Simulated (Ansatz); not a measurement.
BFHS (`F[B]S`) radical. Charge 0, multiplicity 2.

```xyz
4

F    -0.314   -1.687   -0.709
B    -0.345   -0.659    0.098
S     0.528    0.866   -0.257
H     0.130    1.480    0.867
```

(1) Give the diagnostics of a CCSD(T)/def2-TZVPP run (frozen core, the Gaussian-basis code of Ansatz). (Estimate.)

## Answers

(1) The calculation gave: T1 = 0.0166, largest single amplitude 0.030, largest double 0.034, (T) share of the correlation energy 3.7 %, 11 CCSD cycles. ⟨S²⟩ of the UHF reference is 0.756 against 0.75 for a pure state. T1 lies under the customary mark of 0.045 for open shells.
